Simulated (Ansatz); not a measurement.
**SiClO (sextet): wave-function methods side by side, cc-pVDZ**

One table from this session's results is given with a row withheld; the runs are named, their logs left out.

Method: cc-pVDZ, core rule «outside noble gas», up to 11 orbitals frozen; program: Ansatz 0.2.0, Gaussian basis.

The runs, in order: UHF; CCSD(T) on ROHF; CCSD(T) on UHF; BCCD(T) on ROHF; CCSDT(Q) on ROHF; CCSDT(Q) on UHF; CASSCF and MRCISD+Q, 15 electrons in 11 orbitals; CASSCF and NEVPT2, 15 electrons in 11 orbitals.

35 further runs of the same task are left out: 8 for a known fault of the program, 11 that didn't finish, 16 set aside as unsound or not needed.

### The system

The geometry is a PBE0/def2-TZVP stationary point (not a proven minimum) of the parent state, kept for this charge and spin.

3 atoms, charge 0, spin multiplicity 6.

Atoms are counted from 1 here; the program's logs count them from 0.

Bond lengths: Cl1–Si3 2.238 Å, O2–Si3 1.908 Å. Angles: Cl1–Si3–O2 65.5°.

Set-up of the first run:

in.yaml reads:

```yaml
crystal:
  periodic: [false, false, false]
  atoms:
    - {symbol: Cl, position_ang: [0.000000, -0.104654, 1.131961]}
    - {symbol: O, position_ang: [0.000000, 1.273898, -0.660805]}
    - {symbol: Si, position_ang: [0.000000, -0.593591, -1.052463]}
basis:
  gaussian: {orbitals: cc-pVDZ}
magnetization: {spin_polarized: true, initial_magnetization: 5}
hamiltonian: {xc: hf}
output: {orbitals: {seedname: orbitals}}
```

Started as:

```sh
ansatz run in.yaml --threads 1 --pin off --events-out ev --progress --plain --max-ram 2393MiB
```

Among the steps run: UHF; CCSD(T) on ROHF; CCSD(T) on UHF; BCCD(T) on ROHF; CCSDT(Q) on ROHF; CCSDT(Q) on UHF; CASSCF and MRCISD+Q, 15 electrons in 11 orbitals; CASSCF and NEVPT2, 15 electrons in 11 orbitals.

One table of the session follows, with a row left open; its other results are not shown here.

| method | from RCCSDT(Q) (meV) |
| --- | --- |
| ROHF | +10013.2 |
| UHF | +9689.2 |
| RMP2 | +1642.7 |
| UMP2 | +1578.8 |
| RCCSD | +456.9 |
| UCCSD | ? |
| RCCSD(T) | +125.7 |
| UCCSD(T) | +125.4 |
| BCCD(T) | +126.7 |
| RCCSDT | +43.4 |
| UCCSDT | +43.0 |
| RCCSDT(Q) | 0 |
| UCCSDT(Q) | -12.7 |
| CASSCF valence | +9018.3 |
| NEVPT2 valence | +1686.1 |
| MRCISD valence | +1020.1 |
| MRCISD+Q valence | +188.7 |

Estimate the missing values for UCCSD.

As computed: from RCCSDT(Q) (meV): +441.6. In the column «from RCCSDT(Q) (meV)» it lies between MRCISD+Q valence (+188.7) and RCCSD (+456.9).

To keep in mind: Restricted and unrestricted rows rest on different reference determinants; where their highest levels disagree by more than a few hundredths of an eV, they describe different states and don't form one ladder.
